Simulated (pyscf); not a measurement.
HO–BiH–OH + water (H₂O) → HO–Bi(OH)–OH + hydrogen (H₂) (four-centre exchange; singlet surface; Bi–H, H–O broken, Bi–O, H–H formed). Structures and frequencies: ωB97X-D3(BJ)/def2-SVP in PySCF. Energies in kcal/mol from the separated reactants.

```tsv
level	barrier	reaction energy
ωB97X-D3(BJ)/def2-TZVP	22.8	-9.6
r²SCAN/def2-TZVP	19.1	-10.7
PBE0-D3(BJ)/def2-TZVP	___	___
M06-2X/def2-TZVP	23.2	-10.7
ωB97M-D3(BJ)/def2-TZVP	___	-7.5
HF/def2-TZVP	42.3	-2.1
```

Problem. Some entries are withheld; supply them.

Solution. 
- PBE0-D3(BJ)/def2-TZVP, barrier: 21.9
- PBE0-D3(BJ)/def2-TZVP, reaction energy: -7.2
- ωB97M-D3(BJ)/def2-TZVP, barrier: 24.7

The functionals in the table span 5.6 kcal/mol in this barrier, from r²SCAN to ωB97M-D3(BJ). On the reactant side the descent ends in a bound adduct (not fully relaxed), 11.4 kcal/mol under the separated species and 34.2 kcal/mol under the saddle at ωB97X-D3(BJ)/def2-TZVP. At the saddle there is also a short Bi–H contact that neither side keeps. One saddle was located; it need not be the lowest between these sides. Elements past Kr carry the def2 core potentials, without spin-orbit coupling.
